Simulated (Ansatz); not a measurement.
`OC=C(Cl)Cl` + H–F → `FC=C(Cl)Cl` + H₂O at 298.15 K and 1 bar (substitution at a C–O bond).

Computed with Ansatz on PBE0-D4/def2-TZVP structures; ΔE is electronic, products minus reactants. CCSD(T)/CBS is the MP2 limit (def2-TZVPP, def2-QZVPP) plus CCSD(T) − MP2 in def2-TZVPP, frozen cores. This one scheme is used for every species. Each species was taken in one conformer, which may not be the lowest.

```tsv
species	CCSD(T)/CBS energy (Eh)	H − E (kJ/mol)	S (J/(mol·K))
`OC=C(Cl)Cl`	-1072.00088	119.8	316.5
H–F	-100.39570	33.5	173.6
`FC=C(Cl)Cl`	-1096.00454	85.6	313.6
H₂O	-76.37941	66.4	188.7
```

H − E and S are ideal-gas, rigid-rotor, harmonic terms from PBE0-D4/def2-TZVP, for one conformer and one mirror image of each species. 1 Eh = 2625.50 kJ/mol, R = 8.31446 J/(mol·K).

Q: By hand: ΔE, ΔH, ΔS and ΔG.

A: ΔE = (-1096.00454) + (-76.37941) − (-1072.00088) − (-100.39570) = 0.01263 Eh = 33.2 kJ/mol. Δ(H − E) = 85.6 + 66.4 − 119.8 − 33.5 = -1.3, so ΔH = 31.9 kJ/mol. ΔS = 313.6 + 188.7 − 316.5 − 173.6 = 12.2 J/(mol·K). ΔG = 31.9 − 298.15 × (12.2)/1000 = 28.3 kJ/mol.

Q: By hand: the equilibrium constant, and the temperature at which ΔG would vanish if ΔH and ΔS stayed fixed.

A: log₁₀ K = −ΔG/(RT ln 10) = -5.0. ΔG = 0 at ΔH/ΔS = 2615 K, far beyond where these terms or the molecules hold.

The number of gas molecules stays the same, so ΔS is small and ΔH decides. A doubt of 5 kJ/mol in ΔE shifts log₁₀ K by 0.9 here. Other conformers and mirror images would add mixing entropy, several J/(mol·K) or more a flexible species. These are equilibria of isolated gas molecules and say nothing of rates. Largest T1 diagnostic: 0.012 (customary marks: 0.02 for closed shells, 0.045 for open ones).
